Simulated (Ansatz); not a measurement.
in.yaml

```yaml
crystal:
  periodic: [false, false, false]
  atoms:
    - {symbol: Al, position_ang: [-0.292827, 0.000000, 0.473237]}
    - {symbol: C, position_ang: [0.619095, 0.000000, -1.220387]}
    - {symbol: H, position_ang: [0.461500, 0.000000, 1.874174]}
basis:
  gaussian: {orbitals: def2-SVP}
correlation: {method: sc_nevpt2, electrons: valence, active_space: {window: {electrons: 2, orbitals: 4}}}
accuracy: high
```

```sh
$ ansatz run in.yaml --threads 1 --pin off --events-out ev --progress --plain --max-ram 2393MiB
```

The program prints:

```
701 factors; integrals over basis functions are off by at most 3.9e-9 eV
mean field evaluation 1: about -7617.7170 eV, gradient 1.3e1 eV
mean field evaluation 2: about -7617.7189 eV, gradient 1.3e1 eV
mean field evaluation 4: about -7618.5130 eV, gradient 2.2e0 eV
mean field evaluation 8: about -7618.5405 eV, gradient 2.3e-3 eV
mean field evaluation 16: about -7618.6772 eV, gradient 1.3e0 eV
mean field evaluation 32: about -7618.0847 eV, gradient 4.4e0 eV
mean field evaluation 64: about -7618.5405 eV, gradient 8.4e-9 eV
mean field evaluation 96: about -7618.1839 eV, gradient 5.3e0 eV
mean field evaluation 128: about -7618.5405 eV, gradient 1.7e-4 eV
mean field -7618.78135287 eV, -279.9850505223 hartree, gradient 1.8e-8 eV, S^2 0.000000; 8 other end points of the search recorded, 0 dependent functions left out; unrestricted orbitals would lower it
reference -7618.78135287 eV, -279.9850505223 hartree; 10, 10 occupied and 27, 27 virtual orbitals, 701 factors
state -7620.19086464 eV, -280.0368491248 hartree
state -7620.19086464 eV, -280.0368491248 hartree; corrected -7623.42764440 eV, -280.1557985867 hartree
state -7620.15791975 eV, -280.0356384224 hartree
state -7620.15791975 eV, -280.0356384224 hartree; corrected -7623.33643991 eV, -280.1524468838 hartree
state -7620.19086464 eV, -280.0368491248 hartree; corrected -7623.42764440 eV, -280.1557985867 hartree
Total energy: -7623.42764440 eV, -280.1557985867 hartree
```

Natural occupations: 1.6931 0.2869 0.0177 0.0024.

Ran on 1 thread of AMD EPYC 9R14, shared host: 2 s wall, 0.18 GiB peak host memory.
